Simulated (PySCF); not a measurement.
# doublet CH6B: U-r2SCAN/aug-cc-pVDZ

We compute a single-point energy of doublet CH6B. Input form: a Python script.

The results are computed with PySCF 2.14.0.

12 further runs of the same task are left out: 12 set aside as unsound or not needed.

### 1 The molecule

CH6B has 8 atoms, charge 0, and is taken as a doublet. As SMILES of the parent species, `[H][B-]([H])([H])C`. The coordinates come from a GFN2-xTB relaxation. That shape belongs to the parent species and isn't relaxed for this state.

Bond lengths: B1–C2 1.649 Å, C2–H3 1.096 Å, C2–H4 1.096 Å, C2–H5 1.096 Å, B1–H6 1.231 Å, B1–H7 1.231 Å, B1–H8 1.232 Å. Some angles: B1–C2–H3 112.2°, B1–C2–H4 112.2°, B1–C2–H5 112.2°, C2–B1–H6 110.2°, C2–B1–H7 110.2°, C2–B1–H8 110.2°, H3–C2–H4 106.6°, H3–C2–H5 106.6°, H4–C2–H5 106.6°, H6–B1–H7 108.7°.

### 2 The energy at U-r2SCAN/aug-cc-pVDZ

input.xyz

```xyz
8
CH6B
B     -0.002120     0.003030    -0.820260
C      0.002160    -0.002850     0.828840
H     -1.010180     0.041900     1.245300
H      0.550190     0.849940     1.244930
H      0.469650    -0.905360     1.238890
H      1.151450    -0.035240    -1.249110
H     -0.546150     1.024230    -1.240270
H     -0.615010    -0.975650    -1.248310
```

input.py

```python
from pyscf import gto, dft

mol = gto.M(
    atom='input.xyz',
    spin=1,
    charge=0,
    verbose=4,
    basis='aug-cc-pvdz',
    max_memory=1860,
)

mf = dft.UKS(mol)
mf.xc = 'r2scan'
mf.conv_tol = 1e-06
mf.grids.level = 4
mf.kernel()

e_tot = mf.e_tot
print('Final energy', e_tot)
```

The run is started by

```bash
OMP_NUM_THREADS=1 python input.py
```

What it wrote:

```text
PySCF version 2.14.0

[... 59 lines left out ...]
WARN: beta  nocc = 8  HOMO -0.355452430827781 >= LUMO -0.355371504355893
[... 50 lines left out ...]
converged SCF energy = -66.3813268895187  <S^2> = 0.75725227  2S+1 = 2.0072392
Final energy -66.38132688951868
```

Run time: 53 s. Hardware: 1 thread of Arm Neoverse V1, shared host; peak memory 0.56 GiB.

### 3 Outcome

At U-r2SCAN/aug-cc-pVDZ:

| quantity | value |
| --- | --- |
| total energy | -66.38133 Eh |
| dipole moment | 0.65 D |
| HOMO energy (highest over α and β) | -7.50 eV |
| LUMO energy (lowest over α and β) | -7.05 eV |
| ⟨S²⟩ | 0.757 |

**Reading.** Mulliken charges run from -1.04 on B1 to +0.62 on C2; in a basis this large or diffuse they mean little.
